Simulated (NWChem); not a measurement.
## Which level was it?

BH2Cl: 4 atoms, total charge 0, spin state singlet. As SMILES, `BCl`. Geometry: relaxed at PBE0-D4/def2-TZVP.

```xyz
4

B    -0.1167    0.0217   -0.0753
Cl    1.3650   -0.3953    0.7212
H    -1.1062   -0.5595    0.2404
H    -0.0866    0.8728   -0.9066
```

Orbital energies are those of the mean-field step.

A calculation with NWChem 7.3.0 gave:

- total energy: -480.7656 Eh
- dipole moment: 0.99 D
- HOMO energy: -7.20 eV
- LUMO energy: 0.58 eV
- HOMO–LUMO gap: 7.78 eV
- largest force: 1.246 eV/Å

Question: Which of these levels gave the numbers?
A. PBE0/def2-SVP
B. PBE0/STO-3G
C. HF/def2-SVP
D. CCSD(T)/def2-TZVP

Answer: B. The others give -485.7203 Eh (CCSD(T)/def2-TZVP), -485.2049 Eh (HF/def2-SVP), -485.9086 Eh (PBE0/def2-SVP).
